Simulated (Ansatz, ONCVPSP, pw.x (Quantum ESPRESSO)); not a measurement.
## From atom to crystal: ONCV potential for carbon (C)

```json
{"Element": "C (Z = 6)", "Generator": "ONCVPSP 4.0.1.1 (patched build)", "Type": "optimised norm-conserving Vanderbilt (ONCV)", "Functional": "PBE", "Relativity": "scalar-relativistic", "Frozen core": "[He]", "Valence charge": "4", "Reference configuration": "2s2 2p2", "Partial waves": "2s: rc 1.10 bohr, ncon 3, nbas 6, qcut 6.9 1/bohr, 2 projectors, debl 2.9 Ha; 2p: rc 1.45 bohr, ncon 3, nbas 6, qcut 6.3 1/bohr, 2 projectors, debl 3.8 Ha", "Local potential": "polynomial inside 1.05 bohr (lpopt 5, dvloc0 0 Ha)", "Core correction": "Teter function, fcfact 3.5, rcfact 1.35"}
```

Atomic tests: cutoffs needed: 19 Ha and 35 Ha (the cutoffs (Ha) at which the residual kinetic energy of the hardest occupied pseudo-wave falls to 1 and 0.1 mHa per electron); ghost test: no bound ghost flagged; no localised positive-energy state flagged; largest excitation error: +430 meV (all-electron minus pseudo) for 2s1 2p0, out of 4 test configurations.

Crystal test: diamond C in pw.x 7.5, no spin, 13³ k-points, Fermi–Dirac smearing 0.01 Ry, cutoffs 85/340 Ry. The reference is all-electron LAPW (Ansatz 0.2.0) with the same functional, mesh and smearing; V0 and B0 come from Birch–Murnaghan fits to the pressures at five volumes. Errors are pseudo minus all-electron; Δ is the rms difference of the E(V) curves that follow from these fits, minima aligned, over ±6 % about the mean V0. Mesh and smearing are coarse, so the numbers serve the comparison and aren't converged zero-temperature values; the lattice is a test structure that the element need not adopt.

```
V (Å³/atom)  P all-electron (GPa)  P pseudo (GPa)
      5.386                 26.82           18.43
      5.527                 13.67            6.01
      5.669                  1.97           -5.03
      5.811                 -8.43          -14.84
      5.952                -17.68          -23.56
```

All-electron: a0 = 3.572 Å (V0 = 5.69 Å³/atom), B0 = 433.5 GPa.

Pseudopotential: mean pressure error (GPa): -7.07; a0 (Å): 3.552; a0 error (%): -0.54; B0 error (%): +0.2; Δ (meV/atom): 8.8. This is a poor potential for the solid.

At the middle volume, how do free energy and pressure move when the wave cutoff is lowered (ecutrho kept at four times it)?

```tsv
cutoff (Ry)	shift of F (meV/atom)	shift of P (GPa)
38	+51.1	-8.58
51	+9.4	-0.21
68	+2.0	+0.12
```

The run at the middle volume (84 k-points, 7 iterations) took about 7.2 s on one core of a shared host (Neoverse-V2, 96 threads, 742 GiB, load 58).
